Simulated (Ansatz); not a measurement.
Molecular dynamics of CH5BF

Input:

```yaml
crystal:
  periodic: [false, false, false]
  atoms:
    - { symbol: B, position_ang: [-0.052563, 0.401113, -0.032666] }
    - { symbol: F, position_ang: [-0.0046, 0.251389, 1.528503] }
    - { symbol: C, position_ang: [1.330718, 0.065977, -0.660628] }
    - { symbol: H, position_ang: [1.600814, -0.982102, -0.386976] }
    - { symbol: H, position_ang: [1.296131, 0.105563, -1.762085] }
    - { symbol: H, position_ang: [2.163965, 0.702069, -0.316343] }
    - { symbol: H, position_ang: [-1.149051, 0.10729, -0.427153] }
    - { symbol: H, position_ang: [0.289186, -0.651397, 2.066549] }
magnetization:
  spin_polarized: true
  initial_magnetization: 1
basis:
  gaussian: { orbitals: cc-pVDZ }
hamiltonian:
  xc: b3lyp
  dispersion: d4
md:
  timestep: 0.5
  n_steps: 200
  ensemble: nve
  temperature: 300.0
  initial_velocities: maxwell_boltzmann
  seed: 2663
```

Command:

```bash
$ ansatz run input.yaml --threads 2 --pin off --max-ram 3072MiB --backend cpu --events-out ev --progress --plain --runs-dir out
```

It starts at the highest image of a converged band. Of that band: Neighbouring images differ by up to 1.7 eV, so the band resolves the path poorly. A vibrational analysis at the climbing image gives one clearly imaginary mode, 1653i cm⁻¹: a first-order saddle point.

Output, in part (step lines, the closing report, with atoms numbered from 0):

```
md step     0: t =     0.00 fs  T =   300.0 K  F+E_penalty+E_count = -4509.14498520 eV  E_kin = 0.232668 eV  conserved = -4508.91231720 eV  (28 SCF iters)
[... lines left out ...]
Total energy: -4509.29396506 eV, -165.7134967068 hartree
Atom 0 at    -0.047539     0.633853    -1.400643 Å, force     0.216505     0.501407     0.766155 eV/Å
Atom 1 at     0.093872     0.079350     2.424381 Å, force     0.933347    -1.121713    -0.784916 eV/Å
Atom 2 at     1.238608     0.023378    -0.795729 Å, force    -0.232357     0.222348    -0.322374 eV/Å
Atom 3 at     0.854628    -0.850615    -0.208358 Å, force     0.395206     0.025833    -0.342533 eV/Å
Atom 4 at     1.886263    -0.271162    -1.661999 Å, force    -0.057500    -0.320606     0.627843 eV/Å
Atom 5 at     1.799924     0.662827    -0.086866 Å, force    -0.137848    -0.121188    -0.170100 eV/Å
Atom 6 at    -0.733660     0.292665    -2.303092 Å, force    -0.216516    -0.296077    -0.437675 eV/Å
Atom 7 at    -0.418405     0.701886     2.829431 Å, force    -0.900837     1.109995     0.663599 eV/Å
Dipole moment:    -0.044096     0.071268     0.231432 e Å
```

The steps, from the saved trajectory:

| time (fs) | T (K) | potential energy less start (eV) | conserved less start (meV/atom) |
| --- | --- | --- | --- |
| 0 | 300 | 0.000 | 0.00 |
| 3 | 220 | 0.063 | 0.12 |
| 6 | 241 | 0.046 | 0.01 |
| 9 | 309 | -0.006 | 0.04 |
| 12 | 455 | -0.120 | 0.04 |
| 15 | 558 | -0.201 | -0.03 |
| 18 | 612 | -0.242 | -0.02 |
| 21 | 632 | -0.257 | 0.11 |
| 24 | 776 | -0.369 | -0.04 |
| 27 | 784 | -0.376 | -0.10 |
| 30 | 601 | -0.232 | 0.15 |
| 33 | 659 | -0.278 | 0.01 |
| 36 | 678 | -0.294 | -0.02 |
| 39 | 684 | -0.298 | 0.02 |
| 42 | 594 | -0.227 | 0.17 |
| 45 | 682 | -0.297 | -0.06 |
| 48 | 657 | -0.276 | 0.06 |
| 51 | 670 | -0.286 | 0.09 |
| 54 | 583 | -0.219 | 0.09 |
| 57 | 608 | -0.239 | -0.08 |
| 60 | 584 | -0.220 | 0.04 |
| 63 | 574 | -0.212 | 0.11 |
| 66 | 625 | -0.252 | -0.07 |
| 69 | 568 | -0.208 | -0.02 |
| 72 | 520 | -0.170 | 0.08 |
| 75 | 541 | -0.187 | 0.06 |
| 78 | 616 | -0.246 | -0.12 |
| 81 | 478 | -0.137 | 0.12 |
| 84 | 479 | -0.138 | 0.10 |
| 87 | 459 | -0.123 | 0.05 |
| 90 | 554 | -0.198 | -0.07 |
| 93 | 477 | -0.136 | 0.14 |
| 96 | 459 | -0.123 | 0.07 |
| 99 | 486 | -0.145 | -0.05 |

All steps were run. The conserved energy stayed within 0.2 meV per atom of its start (net change 0.0044 meV per atom), so the integration is sound. The kinetic energy rose, since the run started high on the potential surface and went downhill. It ends in pieces (CH4B + FH), so much of that is their flight and rotation, not heat. A run of 0.1 ps of so small a system gives no equilibrium averages.

Between its relaxed ends the band would form F2–H8 and break B1–F2. These pairs go: F2–H8 1.09 → 0.90 Å, B1–F2 1.57 → 3.87 Å. In the last frame they stand as after the step (other bonds may differ from the relaxed reactants and products). It ends as CH4B + FH. Pairs count as bonded within 1.25 times the sum of covalent radii (0.12 Å more for H–H).

Last frame:

```xyz
8
Properties=species:S:1:pos:R:3
B -0.048 0.634 -1.401
F 0.094 0.079 2.424
C 1.239 0.023 -0.796
H 0.855 -0.851 -0.208
H 1.886 -0.271 -1.662
H 1.800 0.663 -0.087
H -0.734 0.293 -2.303
H -0.418 0.702 2.829
```

Run time: 7.3 min on 2 threads of Intel(R) Xeon(R) Platinum 8259CL CPU @ 2.50GHz (Skylake/Cascade Lake) (shared host), peak memory 0.16 GiB.
